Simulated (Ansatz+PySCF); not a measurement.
singlet C2H6O: levels of theory in one basis

```json
{"atom": "O", "x (Å)": "0.0067", "y (Å)": "0.0486", "z (Å)": "-0.5875"}
{"atom": "C", "x (Å)": "0.0280", "y (Å)": "1.1849", "z (Å)": "0.1542"}
{"atom": "C", "x (Å)": "0.0467", "y (Å)": "-1.1488", "z (Å)": "0.2013"}
{"atom": "H", "x (Å)": "-0.0381", "y (Å)": "2.0036", "z (Å)": "-0.4692"}
{"atom": "H", "x (Å)": "-0.9093", "y (Å)": "1.2596", "z (Å)": "0.7997"}
{"atom": "H", "x (Å)": "0.8999", "y (Å)": "1.2222", "z (Å)": "0.7910"}
{"atom": "H", "x (Å)": "0.0299", "y (Å)": "-2.0263", "z (Å)": "-0.4565"}
{"atom": "H", "x (Å)": "0.9439", "y (Å)": "-1.2368", "z (Å)": "0.8291"}
{"atom": "H", "x (Å)": "-0.8806", "y (Å)": "-1.2333", "z (Å)": "0.8874"}
```

Basis set: def2-SVP (spherical functions). Left uncorrelated: 3 orbitals. Charge 0, multiplicity 1.

Computed with Ansatz (development build ahead of 0.2.0); each method stands on the lowest determinant of its kind that the runs found.

```
     method  E − E(RHF) (eV)  <S²> of the determinant
        RHF             0.00                     0.00
    RHF-MP2           -12.96                        –
RHF-CCSD(T)           -14.36                        –
```

**Question.** What does RHF-CCSD give on the same scale?

**Answer.** -14.02 eV.

**Question.** Is a single determinant a sound starting point here?

**Answer.** By this sign, yes. Unrestricted orbitals gain 0.00 eV and <S²> is 0.00 against 0.00 for a pure state.
